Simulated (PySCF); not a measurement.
SH, optimised at B3LYP/6-31G*:

```xyz
2

S      0.0050    -0.4995     0.4576
H     -0.0050     0.4995    -0.4576
```

Method: PySCF energies (xtb for GFN2) plus ideal-gas RRHO corrections (1 bar). 6-31G* has spherical d functions here. Open shells (unrestricted): SH (multiplicity 2). GFN2 has no spin-polarisation term. Spin-orbit splitting is ignored; it lowers the true energy and changes the entropy of SH. B3LYP is the form with VWN-RPA correlation.

List the harmonic frequencies (cm⁻¹, unscaled) at this level and at the other levels, each on its own geometry.


- B3LYP/6-31G*: 2666
- GFN2-xTB: 2459
- HF/6-31G*: 2894
- PBE/def2-SVP: 2612
- PBE0/def2-TZVP: 2704
